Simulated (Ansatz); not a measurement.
`C=C(C)C(F)Cl` → `C/C(F)=C(/C)Cl`  (isomerisation)

Calculated with Ansatz (gas phase, PBE0-D4/def2-TZVP geometries, no zero-point term in ΔE). CCSD(T)/CBS adds triple-zeta CCSD(T) − MP2 to the extrapolated MP2 energy (def2 sets, frozen cores). Each species was taken in one conformer, which may not be the lowest.

`C=C(C)C(F)Cl`:

Z-matrix (Å, degrees):
```
C
C 1 1.493
H 1 1.090 2 110.7
H 1 1.093 2 111.0 3 120.7
H 1 1.095 2 111.1 3 -120.4
C 2 1.495 1 115.4 3 175.1
C 2 1.326 1 124.2 3 -3.5
F 6 1.355 2 112.6 1 -173.5
Cl 6 1.794 2 110.6 1 65.5
H 6 1.093 2 112.0 1 -51.4
H 7 1.082 2 121.7 1 179.7
H 7 1.084 2 120.6 1 -0.2
```

`C/C(F)=C(/C)Cl`:

```xyz
12

C     1.654   -1.042   -0.183
C     0.625   -0.040    0.158
F     1.113    0.949    0.938
C    -0.660    0.027   -0.177
C    -1.607    1.096    0.231
Cl   -1.341   -1.215   -1.175
H     2.053   -1.493    0.730
H     2.486   -0.560   -0.704
H     1.244   -1.825   -0.816
H    -2.444    0.673    0.791
H    -2.020    1.598   -0.647
H    -1.102    1.833    0.854
```

```tsv
level	ΔE (eV)
CCSD(T)/def2-TZVPP	-0.11
MP2/def2-QZVPP	-0.14
```

Task: What does CCSD(T)/CBS give? (An estimate is asked.)

Result: Ansatz gave: -0.12 eV. The listed levels differ from it by 0.01, -0.02 eV.

Largest T1 diagnostic among the species: 0.011.

In def2-TZVPP, CCSD(T) changes the Hartree–Fock value by −0.04 eV (the triples alone add −0.00 eV) and MP2 by −0.06 eV.
